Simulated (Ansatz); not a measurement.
A nudged elastic band was laid between two geometries of CH5FSi (8 atoms, charge 0, multiplicity 1).

Level of theory: RKS B3LYP/6-31G* in Ansatz 0.2.0.

- movable images: 5
- climbing image: yes
- spring: 5.0 eV/Å²
- optimiser: quadratic models (default)
- start path: through a guess of the saddle point
- force threshold: 0.05 eV/Å
- iteration limit: 60
- end points: relaxed

Initial state:

```xyz
8
Properties=species:S:1:pos:R:3
Si 0.390 0.003 0.048
C 0.866 -0.004 1.857
H -0.011 -0.121 2.503
H 1.548 -0.839 2.062
H 1.376 0.923 2.140
H 1.594 0.160 -0.812
F -0.608 1.240 -0.259
H -0.312 -1.256 -0.320
```

Final state:

```xyz
8
Properties=species:S:1:pos:R:3
Si -0.219 0.150 -1.169
C 1.391 -0.057 1.850
H 0.413 -0.540 1.924
H 2.054 -0.467 2.616
H 1.279 1.020 1.991
H 1.839 -0.251 0.867
F -0.909 1.305 -0.258
H -1.007 -1.055 -0.604
```

Problem. Which bonds break or form, and what moves?

Solution. Bonds broken: Si1–C2, Si1–H6. Bonds formed: C2–H6. CH5FSi becomes CH4 + FHSi.

Problem. Give the energies along the band, and the barrier.

Solution. The forces met the threshold. The highest image is number 2 of 0 to 6, 3.40 eV above the first end and 1.54 eV above the last; the last end lies 1.86 eV above the first. A structure lower than the last end lies on the path between it and the top, so the climb from that side starts below the end, which may itself be a saddle point or a shallow side well. Neighbouring images differ by up to 2.8 eV, so the band resolves the path poorly. A vibrational analysis at the climbing image gives one clearly imaginary mode, 1255i cm⁻¹: a first-order saddle point. The orbitals stay closed-shell, which can raise the energy where a bond breaks towards radicals; this wasn't checked here.

| image | path coordinate (Å) | energy (eV) | Si1–C2 (Å) | Si1–H6 (Å) | C2–H6 (Å) |
| --- | --- | --- | --- | --- | --- |
| 0 | 0.00 | 0.00 | 1.87 | 1.49 | 2.77 |
| 1 | 0.83 | 0.58 | 1.86 | 1.45 | 2.32 |
| 2 | 1.66 | 3.40 | 2.27 | 1.50 | 1.63 |
| 3 | 2.53 | 1.94 | 2.89 | 2.14 | 1.11 |
| 4 | 3.39 | 1.85 | 3.37 | 2.83 | 1.10 |
| 5 | 4.26 | 1.86 | 3.45 | 2.94 | 1.10 |
| 6 | 5.13 | 1.86 | 3.43 | 2.92 | 1.10 |

Problem. What is the geometry of the highest image?

Solution. 
```xyz
8
Properties=species:S:1:pos:R:3:forces:R:3
Si 0.260 0.042 -0.440 -0.01 0.00 0.00
C 1.030 -0.017 1.690 0.00 0.00 0.00
H 0.048 0.179 2.130 0.00 0.00 0.00
H 1.381 -1.027 1.900 0.00 0.00 0.00
H 1.741 0.732 2.045 0.00 0.00 0.00
H 1.566 0.398 0.207 0.00 0.00 0.00
F -0.937 1.115 -0.194 0.00 0.00 0.00
H -0.248 -1.316 -0.120 0.00 0.00 0.00
```

The band took 14 iterations and of the order of 2.2 core-minutes.

Time of the run: 2.2 min on 1 thread of Arm Neoverse V1 (shared host), peak memory 0.11 GiB.
